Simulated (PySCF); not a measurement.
# C4H9Cl: a look at the electrons

For C4H9Cl, the scripts below see where an electron leaves and enters and localise its valence orbitals.

Method: levels as typed in each script, gas phase, geometry from GFN2-xTB; program: PySCF 2.14.0.

### 1 The starting structure

SMILES `CCCCCl`, 14 atoms, charge 0, spin multiplicity 1.

Bond lengths: C1–C2 1.524 Å, C1–H6 1.082 Å, C1–H7 1.087 Å, C1–H8 1.093 Å, C2–C3 1.529 Å, C2–H9 1.087 Å, C2–H10 1.097 Å, C3–C4 1.519 Å, C3–H11 1.090 Å, C3–H12 1.094 Å, C4–Cl5 1.786 Å, C4–H13 1.088 Å, C4–H14 1.092 Å. Angles: C2–C1–H6 110.7°, C2–C1–H7 110.5°, C2–C1–H8 110.4°, H6–C1–H7 108.5°, H6–C1–H8 108.3°, H7–C1–H8 108.3°, C1–C2–C3 111.5°, C1–C2–H9 109.5°, C1–C2–H10 109.4°, C3–C2–H9 109.5°, C3–C2–H10 109.1°, H9–C2–H10 107.7°, C2–C3–C4 111.1°, C2–C3–H11 109.5°, C2–C3–H12 109.7°, C4–C3–H11 109.6°, C4–C3–H12 109.2°, H11–C3–H12 107.8° and more.

As a file:

```
C     2.95461    0.41266   -0.00088
C     1.74895   -0.51894   -0.00191
C     0.43627    0.26439   -0.00179
C    -0.75858   -0.67297    0.00166
Cl   -2.28654    0.25091   -0.00017
H     2.94728    1.04834   -0.87654
H     3.87867   -0.16017    0.00159
H     2.94349    1.05006    0.88694
H     1.78786   -1.16300   -0.87691
H     1.78407   -1.16128    0.88663
H     0.39476    0.90500   -0.88246
H     0.39097    0.90671    0.88218
H    -0.77363   -1.30012    0.89043
H    -0.76981   -1.30186   -0.89142
```

### 2 Removing and adding an electron (r2SCAN/6-31+g*)

File input.py:

```python
import numpy as np
from pyscf import gto, scf, dft
from pyscf.scf import atom_ks, atom_hf
from scipy.linalg import block_diag

def solve(mol, dm0=None, hcore=None):
    mf = (dft.UKS if mol.spin else dft.RKS)(mol, xc='r2scan')
    mf.grids.level = 3
    mf = mf.density_fit(auxbasis='def2-universal-jkfit')
    mf.conv_tol, mf.max_cycle = 1e-8, 80
    if hcore is not None:
        mf.get_hcore = lambda *args: hcore
    mf.kernel(dm0)
    if not mf.converged:
        mf = mf.newton().run(mf.mo_coeff, mf.mo_occ, max_cycle=30)
    assert mf.converged, 'SCF not converged'
    return mf

mol = gto.M(atom='''
C      2.95461     0.41266    -0.00088
C      1.74895    -0.51894    -0.00191
C      0.43627     0.26439    -0.00179
C     -0.75858    -0.67297     0.00166
Cl    -2.28654     0.25091    -0.00017
H      2.94728     1.04834    -0.87654
H      3.87867    -0.16017     0.00159
H      2.94349     1.05006     0.88694
H      1.78786    -1.16300    -0.87691
H      1.78407    -1.16128     0.88663
H      0.39476     0.90500    -0.88246
H      0.39097     0.90671     0.88218
H     -0.77363    -1.30012     0.89043
H     -0.76981    -1.30186    -0.89142
''', basis='6-31+g*', charge=0, spin=0, verbose=4)
mf = solve(mol)
out = dict(e0=mf.e_tot, dm0=mf.make_rdm1(), c=mf.mo_coeff, occ=mf.mo_occ, eps=mf.mo_energy)
for name, dq, spin in [('cation', 1, 1), ('anion', -1, 1)]:
    ion = mol.copy().set(charge=mol.charge + dq, spin=spin).build()
    mi = solve(ion)
    if spin and dq > 0 and mol.nao < 130:
        c, _, stable, _ = mi.stability(return_status=True)
        if not stable:
            mi = solve(ion, mi.make_rdm1(c, mi.mo_occ))
    print(name, 'vertical energy change / eV', (mi.e_tot - mf.e_tot) * 27.211386)
    out.update({'e_' + name: mi.e_tot, 'dm_' + name: mi.make_rdm1(), 's2_' + name: mi.spin_square()[0], 'eps_' + name: mi.mo_energy, 'occ_' + name: mi.mo_occ})
# spherically averaged free atoms, for the promolecule
atm = atom_ks.get_atm_nrks(mol, xc='r2scan')
pro = block_diag(*[(atm[a[0]][2] * atm[a[0]][3]) @ atm[a[0]][2].T for a in mol._atom])
np.savez('result.npz', pro=pro, **out)
```

Started as:

```
$ OMP_NUM_THREADS=1 python input.py
```

### 4 Localised orbitals (B3LYP/def2-tzvp)

File input.py:

```python
import numpy as np
from pyscf import gto, scf, dft, lo
from pyscf.data.elements import chemcore

def solve(mol, dm0=None, hcore=None):
    mf = (dft.UKS if mol.spin else dft.RKS)(mol, xc='b3lyp')
    mf.grids.level = 3
    mf = mf.density_fit(auxbasis='def2-universal-jkfit')
    mf.conv_tol, mf.max_cycle = 1e-8, 80
    if hcore is not None:
        mf.get_hcore = lambda *args: hcore
    mf.kernel(dm0)
    if not mf.converged:
        mf = mf.newton().run(mf.mo_coeff, mf.mo_occ, max_cycle=30)
    assert mf.converged, 'SCF not converged'
    return mf

mol = gto.M(atom='''
C      2.95461     0.41266    -0.00088
C      1.74895    -0.51894    -0.00191
C      0.43627     0.26439    -0.00179
C     -0.75858    -0.67297     0.00166
Cl    -2.28654     0.25091    -0.00017
H      2.94728     1.04834    -0.87654
H      3.87867    -0.16017     0.00159
H      2.94349     1.05006     0.88694
H      1.78786    -1.16300    -0.87691
H      1.78407    -1.16128     0.88663
H      0.39476     0.90500    -0.88246
H      0.39097     0.90671     0.88218
H     -0.77363    -1.30012     0.89043
H     -0.76981    -1.30186    -0.89142
''', basis='def2-tzvp', charge=0, spin=0, verbose=4)
mf = solve(mol)
occ_all = mf.mo_coeff[:, mf.mo_occ > 0]
occ = occ_all[:, chemcore(mol):]
bo = lo.Boys(mol, occ)
loc = bo.kernel()
for _ in range(5):
    new, stable = bo.stability(return_status=True)
    if stable:
        break
    loc = bo.kernel(new)
fock, s = mf.get_fock(), mf.get_ovlp()
ortho = lo.orth_ao(mol, 'meta_lowdin')
labels = mol.ao_labels(fmt=None)
vir = loc[:, :0]
both = np.hstack([loc, vir])
p = (ortho.T @ s @ both) ** 2
pop = np.array([p[[l[0] == a for l in labels]].sum(0) for a in range(mol.natm)])
spd = np.array([[p[[l[0] == a and l[2][-1] == k for l in labels]].sum(0) for k in 'spd'] for a in range(mol.natm)])
eps = np.einsum('pi,pq,qi->i', both, fock, both)
for i in np.argsort(eps):
    top = np.argsort(-pop[:, i])[:3]
    print('%3d %s %9.4f Eh ' % (i + 1, 'occ' if i < loc.shape[1] else 'vir', eps[i]), '  '.join('%s%d %.3f' % (mol.atom_symbol(a), a + 1, pop[a, i]) for a in top))
np.savez('result.npz', c=both, nocc=loc.shape[1], pop=pop, spd=spd, eps=eps, e=mf.e_tot)
```

(Steps that only read results are left out.)

**Question.** What will these runs give? Wanted: vertical ionisation energy.

**Answer**, as computed:

```
                                                  quantity     value
               vertical ionisation energy (r2SCAN/6-31+g*)  10.24 eV
localised occupied orbitals above −45 eV (B3LYP/def2-tzvp)        16
```

What this shows: The ionisation energy from two SCF runs, 10.24 eV, lies 3.1 eV above −ε(HOMO) = 7.16 eV of the same level, r2SCAN/6-31+g*, since self-interaction lifts this functional's HOMO. All values hold at the given geometry, in the gas phase.
